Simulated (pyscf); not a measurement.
## Four-centre exchange: H₃C–Ga(F)–F (SMILES [CH3][Ga]([F])[F]) + HCl (SMILES Cl) -> CH₄ (SMILES C) + F–Ga(F)–Cl (SMILES [F][Ga]([F])[Cl])

Gas phase, singlet surface, charge 0. Bonds broken: C1–Ga2, Cl8–H9. Bonds formed: C1–H9, Ga2–Cl8. Optimised with ωB97X-D3(BJ)/def2-SVP in PySCF.

Transition state (Å):

```xyz
9

C      0.6650     0.0586    -0.0606
Ga    -1.0665    -0.9845    -0.4471
F     -0.8419    -2.6929    -0.7328
F     -2.4344    -0.4742     0.5101
H      1.3131    -0.7761     0.2523
H      0.3949     0.6970     0.7938
H      1.3118     0.6759    -0.7147
Cl    -1.0500     0.1656    -2.5236
H     -0.0062     0.2752    -1.4032
```

One imaginary mode, 1219i cm⁻¹; descent along it reached the two sides named, in the forms told below.

```csv
bond,change,reactant side (Å),saddle,product side
C1–Ga2,breaks,1.933,2.058,2.7
Cl8–H9,breaks,1.308,1.535,3.2
C1–H9,forms,3.8,1.517,1.097
Ga2–Cl8,forms,2.7,2.374,2.112
```

Electronic energies relative to the separated reactants (kcal/mol):

```tsv
level	barrier	reaction energy	reverse barrier
ωB97X-D3(BJ)/def2-TZVP	13.3	-24.9	38.2
PBE/def2-TZVP	11.3	-22.6	33.9
r²SCAN/def2-TZVP	9.7	-24.6	34.3
B3LYP-D3(BJ)/def2-TZVP	15.4	-23.7	39.1
PBE0-D3(BJ)/def2-TZVP	11.4	-23.5	34.8
M06-2X/def2-TZVP	11.7	-25.6	37.3
ωB97M-D3(BJ)/def2-TZVP	16.1	-23.3	39.5
HF/def2-TZVP	30.0	-29.0	59.1
```

With ωB97M-D3(BJ)/def2-TZVP energies and thermal terms (ideal gas, 1 atm, RRHO with modes under 100 cm⁻¹ raised to 100, one conformer, R ln 2 for chiral ones without a mode under 150 cm⁻¹), in kcal/mol:

```tsv
T (K)	ΔH‡	ΔG‡	ΔH	ΔG
298	14.8	25.4	-21.7	-20.6
600	14.9	36.1	-22.4	-19.2
900	15.3	46.6	-23.0	-17.4
1200	15.8	56.9	-23.6	-15.5
```

On the reactant side the descent ends in an adduct with a Cl–Ga contact (not fully relaxed), 10.1 kcal/mol under the separated species and 23.4 kcal/mol under the saddle at ωB97X-D3(BJ)/def2-TZVP. On the product side the descent ends in a complex, 5.8 kcal/mol under the separated species and 44.0 kcal/mol under the saddle at ωB97X-D3(BJ)/def2-TZVP. What is counted as formed (Cl–Ga) is already present as a longer contact in the reactant adduct; forming that adduct is a step of its own. This is the saddle that the search found; another between the same sides may lie lower. Elements up to Kr have no core potential and no relativistic terms here.
